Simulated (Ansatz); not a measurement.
# BNH3+ (triplet): from Hartree-Fock to the top rungs, cc-pVTZ

The task here is to estimate one member of a computed series from the others.

The runs use Ansatz 0.2.0, Gaussian basis; cc-pVTZ, core rule «outside noble gas», up to 2 orbitals frozen.

The runs, in order: UHF; CCSD(T) on ROHF; CCSD(T) on UHF; BCCD(T) on ROHF; CCSDT(Q) on ROHF; CCSDT(Q) on UHF; CASSCF and NEVPT2, 10 electrons in 11 orbitals.

5 further runs of the same task are left out: 5 set aside as unsound or not needed.

### What is computed

The geometry is a PBE0/def2-TZVP stationary point (not a proven minimum) of the parent state, kept for this charge and spin.

5 atoms, charge 1, spin multiplicity 3.

Atoms are counted from 1 here; the program's logs count them from 0.

Bond lengths: B1–N2 1.329 Å, B1–H3 1.210 Å, B1–H4 1.203 Å, N2–H5 0.999 Å. Angles: N2–B1–H3 118.6°, N2–B1–H4 121.4°, H3–B1–H4 120.0°, B1–N2–H5 163.5°.

Set-up of the first run:

The input, in.yaml:

```yaml
crystal:
  periodic: [false, false, false]
  atoms:
    - {symbol: B, position_ang: [0.000000, 0.024631, 0.707241]}
    - {symbol: N, position_ang: [0.000000, -0.043245, -0.619792]}
    - {symbol: H, position_ang: [0.000000, 1.115161, 1.232352]}
    - {symbol: H, position_ang: [0.000000, -0.969115, 1.385961]}
    - {symbol: H, position_ang: [0.000000, 0.190722, -1.591212]}
basis:
  gaussian: {orbitals: cc-pVTZ}
total_charge: 1
magnetization: {spin_polarized: true, initial_magnetization: 2}
hamiltonian: {xc: hf}
output: {orbitals: {seedname: orbitals}}
```

Launch:

```bash
$ ansatz run in.yaml --threads 1 --pin off --events-out ev --progress --plain --max-ram 2816MiB --backend cpu
```

Steps of the session up to this table: UHF; CCSD(T) on ROHF; CCSD(T) on UHF; BCCD(T) on ROHF; CCSDT(Q) on ROHF; CCSDT(Q) on UHF; CASSCF and NEVPT2, 10 electrons in 11 orbitals.

One of the session's tables, all rows but one given; the rest of the session is left out.

It belongs to the step «Misses and costs». 

```
        method  from UCCSDT(Q) (kJ/mol)
          ROHF                   +737.6
           UHF                   +707.7
          RMP2                        ?
          UMP2                   +117.3
         RCCSD                    +24.3
         UCCSD                    +23.7
      RCCSD(T)                     +3.8
      UCCSD(T)                     +3.7
       BCCD(T)                     +3.4
        RCCSDT                     +0.9
        UCCSDT                     +0.7
     RCCSDT(Q)                     +0.2
     UCCSDT(Q)                        0
CASSCF valence                   +479.9
NEVPT2 valence                    +97.0
```

Q: Estimate the row for RMP2 from the others.

The run gave: from UCCSDT(Q) (kJ/mol): +118.3. In the column «from UCCSDT(Q) (kJ/mol)» it lies between UMP2 (+117.3) and CASSCF valence (+479.9).

To keep in mind: Restricted and unrestricted rows rest on different reference determinants; where their highest levels disagree by more than a few hundredths of an eV, they describe different states and don't form one ladder.
